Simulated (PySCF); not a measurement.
**SiH4O (Si(OH)H3) at 6 levels**

Aim: a comparison of 6 runs (B2PLYP/STO-6G, M06-2X/STO-6G, PBE0/STO-6G, r2SCAN/STO-6G, NEVPT2(2,2)/STO-6G, FCI/STO-6G) of SiH4O (Si(OH)H3). Input form: a Python script.

The results are computed with PySCF 2.14.0.

2 further runs of the same task are left out: 2 set aside as unsound or not needed.

**1. The molecule**

SiH4O has 6 atoms, charge 0, and is taken as a singlet. As SMILES, `[H][Si]([H])([H])O`. The O2–H3 distance was set to 1.715 Å, away from the relaxed value. At this shape a bond of the SMILES string is far longer than usual.

Bond lengths: Si1–O2 1.625 Å, Si1–H4 1.464 Å, Si1–H5 1.464 Å, Si1–H6 1.453 Å. Angles: O2–Si1–H4 110.3°, O2–Si1–H5 110.3°, O2–Si1–H6 101.4°, H4–Si1–H5 108.8°, H4–Si1–H6 112.9°, H5–Si1–H6 112.9°.

**2. The energy at B2PLYP/STO-6G (run 1)**

Input file geometry.xyz:

```xyz
6

Si    -0.369448    -0.685286    -0.808039
O     -0.369048    -0.662226     0.817001
H      0.327320     0.620940     1.717260
H      1.003642    -0.683086    -1.316979
H     -1.069888     0.488064    -1.333319
H     -1.070108    -1.929986    -1.076559
```

Input file input.py:

```python
from pyscf import gto, dft, mp

mol = gto.Mole()
mol.atom = 'geometry.xyz'
mol.max_memory = 1860
mol.spin = 0
mol.basis = 'sto-6g'
mol.verbose = 3
mol.charge = 0
mol.build()

myscf = dft.RKS(mol, xc='0.53*HF + 0.47*B88, 0.73*LYP')
myscf.grids.level = 5
myscf.conv_tol = 1e-10
myscf.kernel()
if not myscf.converged:
    myscf = myscf.newton().run(myscf.mo_coeff, myscf.mo_occ)

pt = mp.MP2(myscf, frozen=6).run()
energy = myscf.e_tot + 0.27 * pt.e_corr
print('PT2 part  %.8f' % (0.27 * pt.e_corr))
print(f'total energy: {energy:.8f} hartree')
```

Launch:

```
$ OMP_NUM_THREADS=1 python input.py
```

The log of the run:

```text
converged SCF energy = -365.258372926739
E(RMP2) = -365.44116456742  E_corr = -0.182791640681843
E(SCS-RMP2) = -365.463615102652  E_corr = -0.205242175913115
PT2 part  -0.04935374
total energy: -365.30772667 hartree
```

Run time: 4.8 s. Hardware: 1 thread of Arm Neoverse V1, shared host; peak memory 0.19 GiB.

**3. The energy at M06-2X/STO-6G (run 2)**

Input file job.py:

```python
from pyscf import gto, dft

mol = gto.M(
    atom='''
Si      -0.369448      -0.685286      -0.808039
O       -0.369048      -0.662226       0.817001
H        0.327320       0.620940       1.717260
H        1.003642      -0.683086      -1.316979
H       -1.069888       0.488064      -1.333319
H       -1.070108      -1.929986      -1.076559
''',
    max_memory=1860,
    basis='sto-6g',
    verbose=4,
)

ks = dft.RKS(mol)
ks.xc = 'm06-2x'
ks.conv_tol = 1e-10
ks.grids.level = 5
ks.kernel()
if not ks.converged:
    ks = ks.newton().run(ks.mo_coeff, ks.mo_occ)

etot = ks.e_tot
print('Final energy', etot)
```

Launch:

```
$ OMP_NUM_THREADS=1 python job.py
```

The log of the run:

```text
PySCF version 2.14.0

[... 75 lines left out ...]
converged SCF energy = -365.484892780225
Final energy -365.4848927802255
```

Run time: 4.8 s. Hardware: 1 thread of Arm Neoverse V1, shared host; peak memory 0.2 GiB.

Runs 3 to 5 aren't shown in full; the table further down has their settings and results.

**4. A single-point energy at FCI/STO-6G (run 6)**

Input file run.py:

```python
from pyscf import gto, scf, mcscf
from pyscf import fci

mol = gto.Mole()
mol.atom = '''
Si      -0.369448      -0.685286      -0.808039
O       -0.369048      -0.662226       0.817001
H        0.327320       0.620940       1.717260
H        1.003642      -0.683086      -1.316979
H       -1.069888       0.488064      -1.333319
H       -1.070108      -1.929986      -1.076559
'''
mol.verbose = 3
mol.basis = 'sto-6g'
mol.max_memory = 1860
mol.build()

hf = scf.RHF(mol)
hf.conv_tol = 1e-10
hf.kernel()
if not hf.converged:
    hf = hf.newton().run(hf.mo_coeff, hf.mo_occ)

cas = mcscf.CASCI(hf, hf.mo_coeff.shape[-1] - 6, (mol.nelec[0] - 6, mol.nelec[1] - 6))  # full CI above the frozen core
cas.fcisolver = fci.direct_spin0.FCI(mol)  # even spin states alone
cas.kernel()
print('<S^2> = %.4f' % cas.fcisolver.spin_square(cas.ci, cas.ncas, cas.nelecas)[0])
energy = cas.e_tot
print('E(%s) = %.9f' % ('FCI', energy))
```

Launch:

```
$ OMP_NUM_THREADS=1 python run.py
```

The log of the run:

```text
converged SCF energy = -364.559992524713
CASCI E = -364.756412886825  E(CI) = -41.0772483952458  S^2 = 0.0000000
<S^2> = 0.0000
E(FCI) = -364.756412887
```

Run time: 10 s. Hardware: 1 thread of Arm Neoverse V1, shared host; peak memory 0.25 GiB.

**5. Overview of the runs**

| run | level | frozen core orbitals | integration grid | energy (Eh) | dipole moment (D) of the reference | HOMO energy (eV) | LUMO energy (eV) | wall time |
| --- | --- | --- | --- | --- | --- | --- | --- | --- |
| 1 | B2PLYP/STO-6G | 6 | 5 | -365.307727 | 1.06 | -6.32 | 2.12 | 4.8 s |
| 2 | M06-2X/STO-6G | – | 5 | -365.484893 | 0.92 | -6.11 | 1.66 | 4.8 s |
| 3 | PBE0/STO-6G | – | 5 | -365.364075 | 0.91 | -4.26 | 0.39 | 4.5 s |
| 4 | r2SCAN/STO-6G | – | 5 | -365.528565 | 0.83 | -2.76 | -0.84 | 6.6 s |
| 5 | NEVPT2(2,2)/STO-6G | – | – | -364.735248 | 1.27 | -8.28 | 5.18 | 1.1 s |
| 6 | FCI/STO-6G | 6 | – | -364.756413 | 1.27 | -8.28 | 5.18 | 10 s |

**6. What came out**

| quantity | value |
| --- | --- |
| run 6: total energy | -364.75641 Eh |
| run 6: dipole moment (Hartree–Fock density) | 1.27 D |
| run 6: HOMO energy (Hartree–Fock orbitals) | -8.28 eV |
| run 6: LUMO energy (Hartree–Fock orbitals) | 5.18 eV |
| run 6: HOMO–LUMO gap (Hartree–Fock orbitals) | 13.46 eV |
| run 6: correlation energy (6 core orbitals frozen) | -196.4 mEh |

What this shows: Over runs 1, 2, 3, 4 the dipole moment (its size) runs from 0.83 D (r2SCAN/STO-6G) to 1.06 D (B2PLYP/STO-6G). A double hybrid's value is that of its SCF part. Over runs 1, 2, 3, 4 the HOMO–LUMO gap runs from 1.92 eV (r2SCAN/STO-6G) to 8.44 eV (B2PLYP/STO-6G). Totals of different functionals can't be ranked against each other. In runs 1, 2, 3, 4, 5, 6 the basis is minimal, so the values are rough. In runs 1, 2, 3, 4 a closed-shell determinant meets a far-stretched bond, which it describes badly. All runs together took 32 s, the longest 10 s.
